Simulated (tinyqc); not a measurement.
UHF in the sto-6g basis, for H2O+, spin multiplicity 2, step by step. One step of it, computed by the program tinyqc.

Problem. Orthogonalisation. S = U s U^T; symmetric (Loewdin) form X = U s^(-1/2) U^T, so that X^T S X = 1.

overlap S:
```
           1O 1s     1O 2s    1O 2px     1O 2py    1O 2pz     2H 1s      3H 1s
1O 1s   1.000000  0.231145  0.000000   0.000000  0.000000  0.020373   0.021825
1O 2s   0.231145  1.000000  0.000000   0.000000  0.000000  0.243945   0.256486
1O 2px  0.000000  0.000000  1.000000   0.000000  0.000000  0.000000   0.000000
1O 2py  0.000000  0.000000  0.000000   1.000000  0.000000  0.170819  -0.178296
1O 2pz  0.000000  0.000000  0.000000   0.000000  1.000000  0.158259   0.165254
2H 1s   0.020373  0.243945  0.000000   0.170819  0.158259  1.000000   0.116474
3H 1s   0.021825  0.256486  0.000000  -0.178296  0.165254  0.116474   1.000000
```

Give: eigenvalues of S; X.

Solution.

eigenvalues of S: 0.586  0.689  0.887  1.000  1.113  1.195  1.530

X:
```
         1O 1s   1O 2s  1O 2px  1O 2py  1O 2pz   2H 1s   3H 1s
1O 1s    1.022  -0.125   0.000   0.000  -0.004   0.012   0.012
1O 2s   -0.125   1.072   0.000  -0.002   0.032  -0.127  -0.135
1O 2px   0.000   0.000   1.000   0.000   0.000   0.000   0.000
1O 2py   0.000  -0.002   0.000   1.027  -0.001  -0.098   0.102
1O 2pz  -0.004   0.032   0.000  -0.001   1.020  -0.081  -0.085
2H 1s    0.012  -0.127   0.000  -0.098  -0.081   1.049  -0.042
3H 1s    0.012  -0.135   0.000   0.102  -0.085  -0.042   1.054
```
